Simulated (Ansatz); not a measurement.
`C[SiH2]Cl` → `CCl` + `[SiH2]` at 298.15 K and 1 bar (silylene formation by 1,1-elimination).

Program: Ansatz. Geometries: PBE0-D4/def2-TZVP. ΔE: electronic, gas phase. CCSD(T)/CBS is the MP2 limit (def2-TZVPP, def2-QZVPP) plus CCSD(T) − MP2 in def2-TZVPP, frozen cores. This one scheme is used for every species.

```
    species  CCSD(T)/CBS energy (Eh)  H − E (kJ/mol)  S (J/(mol·K))
`C[SiH2]Cl`               -789.97638           160.6          298.1
      `CCl`               -499.63220           109.7          234.1
   `[SiH2]`               -290.19011            40.6          207.5
```

H − E and S are ideal-gas, rigid-rotor, harmonic terms from PBE0-D4/def2-TZVP. 1 Eh = 2625.50 kJ/mol, R = 8.31446 J/(mol·K).

By hand: ΔE, ΔH, ΔS and ΔG.

ΔE = (-499.63220) + (-290.19011) − (-789.97638) = 0.15407 Eh = 404.5 kJ/mol. Δ(H − E) = 109.7 + 40.6 − 160.6 = -10.3, so ΔH = 394.2 kJ/mol. ΔS = 234.1 + 207.5 − 298.1 = 143.5 J/(mol·K). ΔG = 394.2 − 298.15 × (143.5)/1000 = 351.4 kJ/mol.

By hand: the equilibrium constant, and the temperature at which ΔG would vanish if ΔH and ΔS stayed fixed.

log₁₀ K = −ΔG/(RT ln 10) = -61.6. ΔG = 0 at ΔH/ΔS = 2747 K, far beyond where these terms or the molecules hold.

The number of gas molecules changes by +1, which sets the sign of ΔS. A doubt of 5 kJ/mol in ΔE shifts log₁₀ K by 0.9 here. These are equilibria of isolated gas molecules and say nothing of rates. Largest T1 diagnostic: 0.014 (customary marks: 0.02 for closed shells, 0.045 for open ones).
